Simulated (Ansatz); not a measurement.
**CH3F: rigid scan of one bond length from a Python script**

How does the energy of CH3F change as one bond is stretched? A script is to give a rigid scan of one bond length; the system is CH3F. SMILES: CF.

Computed with the Python package of Ansatz 0.2.0. Level of theory: CCSD(T)/def2-TZVP.

### Step 1. Starting point

Bond lengths: C1–F2 1.364 Å, C1–H3 1.091 Å, C1–H4 1.091 Å, C1–H5 1.091 Å. Angles: F2–C1–H3 108.1°, F2–C1–H4 108.1°, F2–C1–H5 108.1°, H3–C1–H4 110.8°, H3–C1–H5 110.8°, H4–C1–H5 110.8°.

No structure file is read: the coordinates are typed or built in the script.

### Step 2. Script

scan_ch3f.py

```python
"""Potential curve of CH3F along one bond."""

import warnings

import ansatz as az
import matplotlib.pyplot as plt
import numpy as np

warnings.simplefilter("ignore", az.DeckWarning)

molecule = (
    az.Crystal.molecule()
    .atom("C", (-0.05797, 0.03761, 0.00892))
    .atom("F", (1.0765, -0.69902, -0.16591))
    .atom("H", (-0.91292, -0.63597, -0.0597))
    .atom("H", (-0.09547, 0.79304, -0.77669))
    .atom("H", (-0.01015, 0.50433, 0.99338))
)

symbols = [site.symbol for site in molecule.cartesian_sites]
start = np.array([site.position_ang for site in molecule.cartesian_sites])
axis = (start[4] - start[0]) / np.linalg.norm(start[4] - start[0])
moving = [4]
lengths, energies = [0.96, 1.003, 1.047, 1.091, 1.134, 1.178, 1.221, 1.287], []
for length in lengths:
    xyz = start.copy()
    xyz[moving] += (length - np.linalg.norm(start[4] - start[0])) * axis
    point = az.Crystal.molecule()
    for symbol, place in zip(symbols, xyz):
        point = point.atom(symbol, place.tolist())
    calculation = point.calculation().basis(gaussian="def2-TZVP").correlation("ccsd_t")
    r = calculation.run(threads=1).report
    energies.append(r["free_energy_ev"])
    print(f"r = {length:6.3f} A  E = {energies[-1]:.5f} eV  <S^2> = {abs(r['mean_field']['state']['spin_squared']):.3f}")

# quartic fit about the minimum
fit = np.polynomial.Polynomial.fit(lengths, np.array(energies) - min(energies), 4).convert()
roots = [r.real for r in fit.deriv().roots() if abs(r.imag) < 1e-9 and fit.deriv(2)(r.real) > 0]
r_e = min(roots, key=lambda r: abs(r - lengths[int(np.argmin(energies))]))
print(f"minimum of the fit at {r_e:.4f} A, force constant {fit.deriv(2)(r_e):.2f} eV/A^2")
plt.figure(figsize=(4.5, 3))
plt.plot(lengths, np.array(energies) - min(energies), "o-")
plt.xlabel("bond length (A)")
plt.ylabel("E - E(min) (eV)")
plt.tight_layout()
plt.savefig("scan.png", dpi=100)
```

### Step 3. Launch

Started as:

```sh
> python scan_ch3f.py
```

Without the output at hand: what should come out? Wanted: range of energy; lowest point, distance.

**Answer**, as computed:

| quantity | value |
| --- | --- |
| bond length at the fit's minimum | 1.0929 Å |
| runs compared | 8 |
| range of energy | 0.434 eV |
| lowest point, distance (Å) | 1.09 |

What this shows: The curve has its lowest point inside the range, at 1.09. The ends stand 0.382 and 0.434 eV above it. The distance scanned is the script's pair 0, 4. Notes:
- The rest of the molecule is held rigid at a force-field or estimated start geometry, and the basis set is modest; single-reference methods fail as a bond breaks.
- The orbitals are restricted, so S² is zero by construction.
- S² is that of the Hartree-Fock reference.
